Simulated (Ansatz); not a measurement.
Input for Ansatz (development build ahead of 0.2.0):

```yaml
crystal:
  periodic: [false, false, false]
  atoms:
    - { symbol: B, position_ang: [0.0, 0.0, 0.0] }
    - { symbol: C, position_ang: [0.0, 0.0, 1.491] }
basis:
  gaussian: { orbitals: def2-SVP }
magnetization:
  initial_magnetization: 3
hamiltonian:
  xc: hf
correlation:
  method: mp2
  frozen_orbitals: { B: 1, C: 1 }
scf:
  omitted_lower_state_checks: [stability, starts, atomic_configurations, cluster_reference, orbital_swaps, given_window_search, neighbouring_geometries, increment]
```

The input is written out in the form of the current development build from the run's settings. Correlation on restricted open-shell orbitals is semicanonical, with singles.

Output:

- Converged: yes
- Reference energy: -62.26072 hartree
- Correlation energy: -0.12723 hartree
- Total energy: -62.38795 hartree
- Spin squared of the determinant: 3.750
- Occupied orbitals by symmetry in an Abelian subgroup (alpha; beta): 5 A1 1 B1 1 B2; 4 A1

Messages of the program:
```
mean field -1694.20037150 eV, -62.2607152823 hartree, gradient 4.6e-6 eV, S^2 3.750000; 0 other ends of a descent, 0 dependent functions left out
```

Caution: the determinant may break the point group.
